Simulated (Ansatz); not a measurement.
**AlH3S (SMILES [AlH2][SH]): methods side by side**

AlH3S has 5 atoms, charge 0, and is taken as a singlet. SMILES: `[AlH2][SH]`. The coordinates come from a PBE0-D4/def2-TZVP relaxation.

```tsv
atom	x (Å)	y (Å)	z (Å)
Al	-0.6161	-0.0642	-0.1817
S	1.1291	-0.3431	1.0966
H	-1.9817	-0.6501	0.3511
H	-0.4411	0.6960	-1.5564
H	1.9597	0.2878	0.2490
```

Each level gives the energy change with the Al1–H3 bond stretched from 1.579 to 1.973 Å (eV). The values are calculated.

| level | kind | program | value (eV) | less FCI/STO-3G | CPU time (all runs) |
| --- | --- | --- | --- | --- | --- |
| HF/STO-3G (restricted) | Hartree–Fock | Ansatz | 1.85 | +0.42 | 0.24 s |
| SVWN5/STO-3G (restricted) | LDA | Ansatz | 1.37 | -0.06 | 1.5 s |
| BLYP/STO-3G (restricted) | GGA | Ansatz | 1.29 | -0.14 | 2.3 s |
| wB97M-V/STO-3G (restricted) | range-separated hybrid | Ansatz | 1.53 | +0.10 | 38 s |
| RPA@PBE/STO-3G (restricted) | RPA | Ansatz | 1.38 | -0.05 | 3.4 s |
| BCCD(T)/STO-3G (restricted) | coupled cluster or CI | Ansatz | 1.44 | +0.01 | 0.43 s |
| CCSD(T)/STO-3G (restricted) | coupled cluster or CI | Ansatz | 1.44 | +0.01 | 0.33 s |
| CCSDT/STO-3G (restricted) | coupled cluster or CI | Ansatz | 1.43 | 0.00 | 0.5 s |
| FCI/STO-3G | exact in the basis | Ansatz | 1.43 | 0.00 | 2.2 s |

FCI/STO-3G is exact within its basis and frozen core, so for wave-function methods in that basis the difference is their error; functionals converge differently with the basis, so for them it is only a difference. The first shape isn't each level's own minimum. The values span 1.29 to 1.85 eV. All rows use very small basis sets, so even the best lies far from the true value. CPU times are rough (shared hosts, several kinds of processor): they show what a rung costs within a factor of a few.
